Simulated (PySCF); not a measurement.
Species, as SMILES: O (H2O).
Geometry (B3LYP-D3(BJ)/def2-TZVP, fixed):
```xyz
3

O      0.0070     0.0013     0.1167
H     -0.0500     0.7593    -0.4742
H     -0.0062    -0.7700    -0.4592
```
Charge 0, spin multiplicity 1.

Basis-set convergence of the isotropic shielding of O1 at PBE with PySCF. GIAO, no density fitting; atoms are numbered in the order shown. All functions are spherical. No added dispersion term, no relativity. Reference: the value in pcSseg-3, 325.36 ppm, itself unsure by roughly 2.63 ppm (its mean distance from cc-pCVQZ, pcseg-3, pcSseg-2). Deviations are taken from unrounded values.

```
basis        functions  isotropic shielding of O1 (ppm)  minus reference (ppm)
-----------  ---------  -------------------------------  ---------------------
STO-3G               7                           331.11                   5.75
def2-SV(P)          18                           322.17                  -3.18
6-31+G*             22                           324.56                  -0.80
pcseg-1             24                           337.00                  11.64
aug-pcseg-1         41                           333.54                   8.19
pcseg-2             58                           329.93                   4.58
pcseg-3            126                           324.01                  -1.35
pcSseg-3           138                           325.36                   0.00
aug-pcseg-3        183                           324.93                  -0.43
```
